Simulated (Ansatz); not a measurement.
# C2HCl3: the cost of one run

Program: Ansatz 0.2.0, driven from Python. The levels of theory stand in the script. These are calculated values, not measurements.

### Step 1. The structure

Bond lengths: Cl1–C2 1.748 Å, C2–C3 1.358 Å, C3–Cl4 1.654 Å, C3–Cl5 1.733 Å, C2–H6 1.093 Å. Angles: Cl1–C2–C3 126.4°, Cl1–C2–H6 110.8°, C3–C2–H6 122.8°, C2–C3–Cl4 123.9°, C2–C3–Cl5 118.4°, Cl4–C3–Cl5 117.5°.

Input file c2hcl3.xyz:

```xyz
6

Cl   -0.04250   -1.89880    1.11960
C     0.25310   -0.25560    0.60150
C    -0.21460    0.32830   -0.53180
Cl   -1.12270   -0.45810   -1.66840
Cl    0.27560    1.95260   -0.88380
H     0.89320    0.26760    1.31670
```

### Step 2. The script

The input, c2hcl3.py:

```python
'''C2HCl3 at several levels of theory.'''

from dataclasses import dataclass
from pathlib import Path
import logging
import sys

import ansatz as az
import numpy as np

logging.basicConfig(stream=sys.stdout, format='[%(levelname)s] %(message)s')
log = logging.getLogger('ansatz_job')
log.setLevel(logging.INFO)


@dataclass
class Settings:
    basis_set: str = 'cc-pVDZ'


opts = Settings()


def main() -> None:
    mol = az.Crystal.molecule_from_extxyz('c2hcl3.xyz')

    calc = mol.calculation().basis(gaussian=opts.basis_set)

    log.info('functional    E (Ha)        dipole (D)   HOMO (eV)  LUMO (eV)')
    for name in ['r2scan0', 'lc_wpbe', 'pbe0', 'blyp']:
        r = calc.functional(name).forces().orbitals().run(threads=1, runs_dir='runs').report
        lines = Path(r['orbitals_path']).read_text().splitlines()
        field_of = lambda key: [line.split('=')[1].strip() for line in lines if line.startswith(key)]
        orbitals = [(27.211386 * float(e), s, float(n)) for e, s, n in zip(field_of('Ene='), field_of('Spin='), field_of('Occup='))]
        homo = max(e for e, _, n in orbitals if n > 0.5)
        lumo = min(e for e, _, n in orbitals if n < 0.5)
        dipole = 4.803205 * np.linalg.norm(r['charge_distribution']['dipole_moment_e_ang'])
        log.info(f'{name:10s} {r["free_energy_ev"] / 27.211386246:14.6f} {dipole:9.3f} {homo:11.3f} {lumo:10.3f}')


if __name__ == '__main__':
    main()
```

### Step 3. The input behind the calls

The engine receives this input (first run):

```yaml
crystal:
  periodic: [false, false, false]
  atoms:
    - { symbol: Cl, position_ang: [-0.0425, -1.8988, 1.1196] }
    - { symbol: C, position_ang: [0.2531, -0.2556, 0.6015] }
    - { symbol: C, position_ang: [-0.2146, 0.3283, -0.5318] }
    - { symbol: Cl, position_ang: [-1.1227, -0.4581, -1.6684] }
    - { symbol: Cl, position_ang: [0.2756, 1.9526, -0.8838] }
    - { symbol: H, position_ang: [0.8932, 0.2676, 1.3167] }
basis:
  gaussian:
    orbitals: cc-pVDZ
hamiltonian:
  xc: r2scan0
output:
  orbitals: {}
  forces: true
```

### Step 4. The run

Launch:

```console
> python c2hcl3.py
```

**Question.** How long does this script take on 1 thread of Intel Xeon 6975P-C (Granite Rapids), shared host, and how much memory does it need?

About 9.6 s, with a peak of 0.27 GiB.
